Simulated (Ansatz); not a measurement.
Worked example: vertical ionisation energy of PO (Phosphorus monoxide)

The species is PO (2 atoms), meant as a doublet with charge 0. SMILES: `O=[P]`. The coordinates come from a PBE0-D4/def2-TZVP relaxation.

```tsv
atom	x (Å)	y (Å)	z (Å)
O	0.0000	0.0000	-0.0095
P	0.0000	0.0000	1.4645
```

Both states at this one shape; open shells run unrestricted unless said. 1 Eh = 27.2114 eV.

| level | program | doublet PO (Eh) | singlet PO+ (Eh) |
| --- | --- | --- | --- |
| UB3LYP/STO-3G | Ansatz | -411.586083 | -411.396648 |
| UPBE0/STO-3G | Ansatz | -411.397309 | -411.205500 |

Q: Work out the vertical ionisation energy at each level.

A: 
1. UB3LYP/STO-3G: -411.396648 − (-411.586083) = 0.189435 Eh = 5.15 eV.
2. UPBE0/STO-3G: -411.205500 − (-411.397309) = 0.191809 Eh = 5.22 eV.

No measured value is set beside it here; the levels span 5.15 to 5.22 eV. Minimal sets are far from the basis-set limit.
